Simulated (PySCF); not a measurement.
CH, SMILES [CH] (connectivity only; charge and spin as stated), charge +1, multiplicity 1.

Coordinates come from a B3LYP-D3(BJ)/def2-TZVPD optimisation.

Two levels are set side by side: TDDFT-PBE/def2-TZVPD (PySCF) and TDDFT-PBE0/def2-TZVPD (PySCF). Vertical, same geometry. The lowest singlet is HOMO→LUMO+1 101 % with PBE and HOMO→LUMO 102 % with the other functional; states are paired by order. Differences are taken from unrounded values.

```json
[
 {"quantity": "lowest singlet excitation (eV)", "TDDFT-PBE0": "2.76"},
 {"quantity": "lowest triplet excitation (TDA) (eV)", "TDDFT-PBE0": "0.65"},
 {"quantity": "first bright state (f over 0.05) (eV)", "TDDFT-PBE0": "12.64"},
 {"quantity": "its oscillator strength", "TDDFT-PBE0": "0.30"}
]
```

Question: What does TDDFT-PBE give, and how far is it from TDDFT-PBE0? (An estimate is asked for; the answer gives what the named calculation found.)

Answer: 
```
quantity                               TDDFT-PBE  TDDFT-PBE minus TDDFT-PBE0
-------------------------------------  ---------  --------------------------
lowest singlet excitation (eV)              2.84                        0.08
lowest triplet excitation (TDA) (eV)        0.77                        0.12
first bright state (f over 0.05) (eV)      12.20                       -0.44
its oscillator strength                     0.28                       -0.02
```
